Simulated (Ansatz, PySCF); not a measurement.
Molecule (SMILES): COC=O.
Geometry (B3LYP-D3(BJ)/def2-TZVP, fixed):
```xyz
8

C     -0.9314    -0.0909     0.0015
O     -0.7248    -1.2718    -0.0191
O      0.0010     0.8677     0.0146
H     -1.9259     0.3745     0.0125
C      1.3667     0.4114     0.0025
H      1.9749     1.3108     0.0157
H      1.5676    -0.2028     0.8792
H      1.5619    -0.1729    -0.8956
```
Charge 0, spin multiplicity 1.

Near-linear dependence at PBE0/d-aug-cc-pVDZ with PySCF (spherical functions, density fitting): canonical orthogonalisation drops combinations whose overlap eigenvalue lies under the threshold. The set has 180 functions.

| threshold | orbitals kept | energy minus last row (mEh) | SCF cycles |
|---|---|---|---|
| 1e-3 | 161 | 1.270 | 10 |
| 1e-4 | 173 | 0.133 | 10 |
| 1e-5 | 177 | 0.058 | 10 |
| 1e-6 | 180 | 0.000 | 10 |
| 1e-7 | 180 | 0.000 | 10 |
| 1e-9 | 180 | 0.000 | 10 |

The smallest overlap eigenvalue is 6.7e-06. Ansatz (an electronic-structure program) at its default drops 0 functions.
